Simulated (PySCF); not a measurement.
## Complex of bifluoride and ammonia

A gas-phase complex of bifluoride and ammonia; charge -1, singlet. The structure comes from a short search (a few tight-binding starts) and was relaxed by PBE0-D3(BJ)/def2-SVPD; another way of binding may lie lower. No frequency run checks that it is a minimum.

Parts: 1 = bifluoride (F[H-]F), atoms 1–3, charge -1; 2 = ammonia (N), atoms 4–7.

Coordinates in Å:
```
F1      0.056    0.676   -1.352
H2     -0.398    0.355   -0.347
F3     -0.890    0.067    0.638
N4     -2.579    2.024   -0.929
H5     -2.466    1.378   -0.143
H6     -1.764    1.760   -1.493
H7     -2.327    2.932   -0.541
```

Contacts between parts, classed by geometry: H6···F1 2.123 Å (hydrogen bond, 141°); H5···F3 2.194 Å (hydrogen bond, 137°).

Interaction energies are complex less parts, with the parts frozen as they stand in it; counterpoise-corrected, in kcal/mol (PySCF). The CCSD(T) estimate is Hartree-Fock/aug-cc-pVTZ, plus the MP2 correlation part extrapolated as X⁻³ from aug-cc-pVDZ and aug-cc-pVTZ, plus CCSD(T) less MP2 in aug-cc-pVDZ; noble-gas cores are frozen. It isn't the exact limit.

(1) How strongly do the parts interact, level by level?

(2) What holds them together? Decompose the MP2/aug-cc-pVTZ energy: frozen parts, their antisymmetrised product, then relaxation.

## Answers

(1) 
| level | interaction | superposition error removed |
| --- | --- | --- |
| Hartree-Fock/aug-cc-pVTZ | -8.14 | - |
| MP2/aug-cc-pVTZ | -10.10 | -0.63 |
| CCSD(T), estimated basis limit | -10.54 | - |

(2) electrostatic -13.4, Pauli repulsion +9.6, orbital relaxation -4.5, correlation -2.5 kcal/mol, which sum to the value before the counterpoise correction, the first three by Hartree-Fock. Of the attraction, 66 % is electrostatic, 22 % is orbital relaxation, 12 % is correlation.
